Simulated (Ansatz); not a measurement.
# The cluster Ta3−: geometry, orbitals and charge

What does the cluster Ta3− look like as a singlet, and where do its frontier electrons sit?

Computed with Ansatz 0.2.0, Gaussian basis. Level: RKS PBE0-D4/def2-TZVPD.

Plan: relaxation at PBE-D4/def2-TZVPD; a single point at PBE0-D4/def2-TZVPD.

1 further run of the same task is left out (set aside as unsound or not needed). Runs told in other sessions of the task aren't counted.

**1. The system as given**

3 atoms, charge -1, spin multiplicity 1.

Atoms are counted from 1 here; the program's logs count them from 0.

Bond lengths: Ta1–Ta2 3.825 Å, Ta2–Ta3 3.824 Å. Angles: Ta1–Ta2–Ta3 178.6°.

Ta takes a core potential in the def2 sets. No spin-orbit coupling is included. The ion is computed in the gas phase, without counter-ions or solvent.

The start is a GFN2-xTB geometry.

**2. Relaxation at PBE-D4/def2-TZVPD**

Input file in.yaml:

```yaml
crystal:
  periodic: [false, false, false]
  atoms:
    - {symbol: Ta, position_ang: [-2.870460, 2.517800, 0.217880]}
    - {symbol: Ta, position_ang: [-0.020680, -0.023990, 0.000330]}
    - {symbol: Ta, position_ang: [2.891140, -2.493810, -0.218210]}
basis:
  gaussian: {orbitals: def2-TZVPD}
total_charge: -1
hamiltonian: {xc: pbe, dispersion: d4}
scf: {lower_state_search: "off"}
output: {orbitals: {seedname: orbitals}}
relax: {f_tol: 0.02, max_steps: 100}
```

Run with:

```console
ansatz run in.yaml --threads 4 --pin off --events-out ev --progress --plain --max-ram 3916MiB
```

The runs that follow: Single point, PBE0-D4/def2-TZVPD.

Before running them: what should the planned runs give, taken together? Wanted: point group; commonest bond; HOMO, LUMO at PBE0-D4/def2-TZVPD.

As calculated:

| quantity | value |
| --- | --- |
| point group | C2v |
| commonest bond | Ta–Ta, 3 of mean length 2.483 Å |
| HOMO, LUMO at PBE0-D4/def2-TZVPD | -0.02, 1.60 eV |

What this shows: The relaxation broke 0 and made 1 bonds, so the end is another structure than the start. No usable vibrations, so a minimum isn't proven. The HOMO lies nearest to Ta1, Ta3 about 37 % each; Ta2 27 % and the LUMO to Ta1, Ta3 about 36 % each; Ta2 28 %. Whether this spin is the lowest isn't tested here.

The anion's highest level is positive in at least one run, so there the basis alone may hold the extra electron.
